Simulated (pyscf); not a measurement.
H₂N–Ta(NH₂)(NH₂)(NH₂)–OH → HN=Ta(NH₂)(NH₂)–NH₂ + water (H₂O) (elimination; singlet surface; H–N, O–Ta broken, H–O formed). Structures and frequencies: ωB97X-D3(BJ)/def2-SVP in PySCF. Energies in kcal/mol from the reactant's lowest minimum found.

```
level                      barrier  reaction energy
----------------------  ----------  ---------------
r²SCAN/def2-TZVP              34.0            +34.7
B3LYP-D3(BJ)/def2-TZVP        35.4            +32.9
PBE0-D3(BJ)/def2-TZVP         33.7            +32.7
M06-2X/def2-TZVP        (withheld)            +35.3
ωB97M-D3(BJ)/def2-TZVP  (withheld)       (withheld)
HF/def2-TZVP                  48.4            +33.4
```

### Question
Some entries are withheld; supply them.

### Answer

- M06-2X/def2-TZVP, barrier: 35.7
- ωB97M-D3(BJ)/def2-TZVP, barrier: 36.3
- ωB97M-D3(BJ)/def2-TZVP, reaction energy: +33.3

On the product side the descent ends in an adduct with a O–Ta contact, 10.7 kcal/mol under the separated species and 12.0 kcal/mol under the saddle at ωB97X-D3(BJ)/def2-TZVP. At r²SCAN the saddle lies under the separated products, which points to a path from their complex (located at ωB97X-D3(BJ) alone), and parting the products costs more than the saddle. What is counted as broken (O–Ta) persists as a longer contact in the product adduct; parting that adduct is a step of its own. This is the saddle that the search found; another between the same sides may lie lower. Elements past Kr carry the def2 core potentials, without spin-orbit coupling.
